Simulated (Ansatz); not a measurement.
Relaxation of BH6P (8 atoms, charge 0, multiplicity 1), to a largest force component of 0.03 eV/Å in at most 50 steps.

Level of theory: Ansatz, RKS PBE-D4/def2-mTZVP.

```xyz
8
Properties=species:S:1:pos:R:3:forces:R:3
B 0.120 -0.585 -0.154 0.05 -0.28 -0.01
H -0.178 0.567 1.922 -0.16 1.66 0.00
H 1.116 0.074 -0.234 0.01 0.01 0.00
H -0.939 -0.127 -0.473 -0.02 0.03 0.02
P 0.203 -2.347 0.554 0.00 -0.01 -0.18
H -0.718 -3.027 -0.295 -0.04 -0.02 -0.02
H 1.409 -2.834 -0.029 0.06 0.00 -0.02
H -0.117 -0.143 1.952 0.10 -1.38 0.20
```

Problem. Where does it end, and by what steps?

Solution. The run converged. The force dipped under the threshold on the way, but the program's further checks kept it going. After 8 steps the energy has fallen by 0.156 eV; H8 moved furthest, 0.81 Å.

| step | energy less start (eV) | largest force component (eV/Å) | accepted |
| --- | --- | --- | --- |
| 0 | 0.0000 | 1.662 | yes |
| 1 | -0.0953 | 0.261 | yes |
| 2 | -0.1257 | 0.295 | yes |
| 3 | -0.1296 | 0.738 | yes |
| 4 | -0.1527 | 0.138 | yes |
| 5 | -0.1549 | 0.062 | yes |
| 6 | -0.1541 | 0.144 | no |
| 7 | -0.1556 | 0.007 | yes |
| 8 | -0.1557 | 0.006 | yes |

```xyz
8
Properties=species:S:1:pos:R:3
B 0.162 -0.760 -0.355
H -0.285 1.125 2.415
H 1.151 -0.084 -0.350
H -0.910 -0.273 -0.578
P 0.253 -2.508 0.268
H -0.704 -3.255 -0.476
H 1.467 -3.055 -0.236
H -0.238 0.389 2.556
```

Run time: 12 s on 1 thread of Arm Neoverse V2 (shared host), peak memory 0.1 GiB.
